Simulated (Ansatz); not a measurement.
Input for Ansatz (development build ahead of 0.2.0):

```yaml
crystal:
  periodic: [false, false, false]
  atoms:
    - { symbol: "N", position_ang: [0.11872, 0.42446, 0.32576] }
    - { symbol: H, position_ang: [0.14379, 1.279, -0.28896] }
    - { symbol: O, position_ang: [-0.10482, -0.52039, -0.24582] }
basis:
  gaussian: { orbitals: def2-SVP }
total_charge: 1
magnetization:
  spin_polarized: true
  initial_magnetization: 1
hamiltonian:
  xc: hf
output:
  forces: true
```

The input is written out in the form of the current development build from the run's settings.

The run gave:

* Converged: yes
* Total energy: -129.33871 hartree
* Spin squared of the determinant: 0.848
* Stability test: minimum

Forces (eV/Å):
```tsv
atom	Fx	Fy	Fz
N1	-0.598	-2.125	-1.895
H2	0.136	0.621	0.305
O3	0.462	1.503	1.590
```
